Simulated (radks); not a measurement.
# O²⁺ in [He] 2s2 2p1 3d1: an all-electron calculation

The task here is to estimate one member of a computed series from the others.

Program: radks (a radial shooting solver on a logarithmic mesh, Libxc functionals) version 1. Level of theory: scalar-relativistic Kohn-Sham, r2SCAN, spin-polarised, spherical densities, finite nucleus; open shells are filled with parallel spins first. These are calculated values, not measurements, unless marked.

### The system

| Property | Result |
| --- | --- |
| element | oxygen (Z = 8) |
| charge | +2 |
| electrons | 6 |
| configuration | [He] 2s2 2p1 3d1 |
| nuclear rms radius | 2.6991 fm |

The outer shells:

O²⁺
```
[He] core
2s [↑↓]
2p [↑ ][  ][  ]
3d [↑ ][  ][  ][  ][  ]
```

Set-up of the first run:

The run's settings:

```text
Z 8
configuration [He] 2s2 2p1 3d1
relativity scalar-relativistic
functional r2scan,r2scan
spin polarised
nucleus finite rms 2.6991 fm
c 137.035999084
```

One of the session's tables, all rows but one given; the rest of the session is left out.

It belongs to the step «Radial structure». Radial moments (bohr):

| level | <r> | outermost maximum (interpolated) | 90 % within |
| --- | --- | --- | --- |
| 1s up | 0.1988 | 0.129 | 0.356 |
| 1s down | ? | ? | ? |
| 2s up | 0.9765 | 0.806 | 1.52 |
| 2s down | 0.9912 | 0.815 | 1.54 |
| 2p up | 0.9275 | 0.709 | 1.52 |
| 2p down | 0.9442 | 0.726 | 1.55 |
| 3d up | 3.214 | 2.72 | 4.96 |

Estimate the missing values for 1s down.

As computed: <r>: 0.1982; outermost maximum (interpolated): 0.129; 90 % within: 0.354. In the column «<r>» it is the lowest.
